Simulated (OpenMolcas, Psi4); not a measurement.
## How basis sets differ on C2H6Si (SMILES C[Si]C)

The species is C2H6Si (9 atoms), meant as a singlet with charge 0. SMILES: `C[Si]C`. The shape is that of a PBE0-D4/def2-TZVP optimisation.

Each level gives the HOMO–LUMO gap (eV). The values are calculated.

```json
{"level": "HF/ANO-R0 (sfX2C)", "kind": "Hartree–Fock", "program": "OpenMolcas", "value (eV)": "10.06", "CPU time": "1.7 s"}
{"level": "HF/ANO-RCC-MB (DKH2)", "kind": "Hartree–Fock", "program": "OpenMolcas", "value (eV)": "9.93", "CPU time": "1.9 s"}
{"level": "HF/STO-3G", "kind": "Hartree–Fock", "program": "OpenMolcas", "value (eV)": "12.16", "CPU time": "2.4 s"}
{"level": "HF/STO-3G (density fitting)", "kind": "Hartree–Fock", "program": "Psi4", "value (eV)": "12.16", "CPU time": "3 s"}
{"level": "HF/3-21G", "kind": "Hartree–Fock", "program": "OpenMolcas", "value (eV)": "9.42", "CPU time": "2.9 s"}
{"level": "HF/6-311+G**", "kind": "Hartree–Fock", "program": "OpenMolcas", "value (eV)": "9.14", "CPU time": "20 s"}
```

The values span 9.14 to 12.16 eV. A Hartree–Fock LUMO above zero doesn't converge with the basis: it sinks as sets grow more diffuse. Orbital gaps aren't excitation energies. Times are those of the runs behind each value, whatever else they computed, on shared processors of several kinds: orders of magnitude only.
